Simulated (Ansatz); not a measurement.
# Worked example: the enthalpy of formation of C3H5Cl (2-chloropropene)

C3H5Cl: 9 atoms, total charge 0, spin state singlet. As SMILES, `C=C(C)Cl`. The shape is that of a PBE0-D4/def2-TZVP optimisation.

Total energies at wB97M-V/def2-SVP (Ansatz 0.2.0); the atoms run unrestricted:

| species | state | energy (Eh) |
| --- | --- | --- |
| C3H5Cl | singlet | -577.187038 |
| C | triplet | -37.799478 |
| Cl | doublet | -459.967660 |
| H | doublet | -0.491712 |

Harmonic wavenumbers at PBE0-D4/def2-TZVP, in cm⁻¹: 210, 346, 400, 456, 656, 714, 913, 942, 1016, 1067, 1205, 1397, 1427, 1461, 1478, 1723, 3053, 3119, 3147, 3175, 3271.

Measured heats of formation of the gaseous atoms at 298.15 K, in kJ/mol: C 716.9, Cl 121.3, H 218.0. Spin-orbit lowering of the atoms at 298 K (mean of the ground term's levels less their thermal mean, from spectra), in kJ/mol: C 0.02, Cl 3.44. Take 1 Eh = 2625.50 kJ/mol, 1 cm⁻¹ = 0.0119627 kJ/mol, RT = 2.479 kJ/mol.

Q: Work out the heat of formation of the gas at 298 K.

A: 
1. Electronic atomisation energy: 3 × (-37.799478) + (-459.967660) + 5 × (-0.491712) − (-577.187038) = 1.362384 Eh = 3576.9 kJ/mol.
2. Zero-point energy: half the sum of the wavenumbers, 15588 cm⁻¹ = 186.5 kJ/mol.
3. Thermal vibrational enthalpy, Σ hcν̃/(exp(hcν̃/kT) − 1): 5.0 kJ/mol. Translation, rotation and pV of a non-linear molecule: 4 RT = 9.9 kJ/mol.
4. The 9 free atoms carry 5/2 RT each: 55.8 kJ/mol.
5. Spin-orbit coupling lowers the free atoms by 3 × 0.02 + 3.44 = 3.5 kJ/mol.
6. Atomisation enthalpy at 298 K: 3576.9 − 3.5 − 186.5 − 5.0 − 9.9 + 55.8 = 3427.8 kJ/mol.
7. Sum of the atoms' heats of formation: 3362.0 kJ/mol. Heat of formation: 3362.0 − 3427.8 = -65.8 kJ/mol.

The tabulated value is -21.0 kJ/mol (CRC Handbook of Chemistry and Physics), so this level is off by -44.8 kJ/mol, or 1.3 % of the atomisation enthalpy that the table implies (3382.9 kJ/mol). Anharmonicity and any spin-orbit splitting of the molecule are left out.
